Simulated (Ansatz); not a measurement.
Born–Oppenheimer molecular dynamics of C$_{2}$H$_{3}$B (6 atoms, charge 0, multiplicity 1). It starts from a relaxed structure.

All numbers below come from RKS PBE-D4/def2-SVP (Ansatz 0.2.0).

```yaml
ensemble: NVT, Langevin thermostat
time_step: 0.5 fs
steps_asked: 250
set_temperature: 500 K
friction: 0.02 /fs
masses: H 2.014 u
seed: 496994
```

First frame:

```xyz
6
Properties=species:S:1:pos:R:3
B -0.883 0.039 -0.238
C 0.560 -0.102 -0.565
C 0.228 0.037 0.750
H -2.045 0.104 -0.539
H 1.460 -0.226 -1.187
H 0.721 0.084 1.732
```

How far do the bonds stretch over the last three quarters of this one trajectory? (Pairs bonded in most of those frames.)


```tsv
bond	mean (Å)	spread (Å)	shortest	longest
B1–C2	1.493	0.024	1.44	1.54
B1–C3	1.489	0.028	1.42	1.54
B1–H4	1.207	0.020	1.15	1.25
C2–C3	1.370	0.045	1.28	1.43
C2–H5	1.113	0.040	1.03	1.22
C3–H6	1.107	0.043	1.03	1.20
```

Mean temperature of the second half: 563 K. The mean temperature of the second half is 13 % above the set value. A run of 0.12 ps of so small a system gives no equilibrium averages.

Run time: 2.7 min on 1 CPU thread of a shared host.
